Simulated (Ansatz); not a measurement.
`O=CCC1CO1` and `CC1CO1` differ in one atom or group.

Ansatz, PBE0-D4/def2-TZVP geometries, multiplicity 1. Each molecule was computed in one conformer, which needn't be the lowest.

```tsv
property	`O=CCC1CO1`
HOMO energy (PBE/def2-TZVPP) / eV	-5.95
LUMO energy (B3LYP/def2-TZVPP) / eV	-1.16
LUMO energy (PBE/def2-TZVPP) / eV	-2.06
HOMO–LUMO gap (PBE/def2-TZVPP) / eV	3.89
LUMO energy (ωB97M-V/def2-TZVPP) / eV	1.48
HOMO energy (PBE0/def2-TZVPP) / eV	-7.57
```

Q: What does the change do to each property? (Estimate.)

A: Ansatz gave: 
```json
{"property": "HOMO energy (PBE/def2-TZVPP) / eV", "`CC1CO1`": "-6.10", "shift": "-0.15"}
{"property": "LUMO energy (B3LYP/def2-TZVPP) / eV", "`CC1CO1`": "1.23", "shift": "2.39"}
{"property": "LUMO energy (PBE/def2-TZVPP) / eV", "`CC1CO1`": "0.80", "shift": "2.86"}
{"property": "HOMO–LUMO gap (PBE/def2-TZVPP) / eV", "`CC1CO1`": "6.91", "shift": "3.02"}
{"property": "LUMO energy (ωB97M-V/def2-TZVPP) / eV", "`CC1CO1`": "3.00", "shift": "1.52"}
{"property": "HOMO energy (PBE0/def2-TZVPP) / eV", "`CC1CO1`": "-7.79", "shift": "-0.22"}
```

With PBE0 the HOMO falls by 0.22 eV and the LUMO rises by 2.46 eV, so the gap widens by about 2.68 eV. PBE moves the HOMO by -0.15 eV and ωB97M-V by -0.25 eV. The zero-point energy changes by -25.1 kJ/mol with -6 modes.

B3LYP here is the variant with VWN-RPA as its local correlation; programs differ in this.
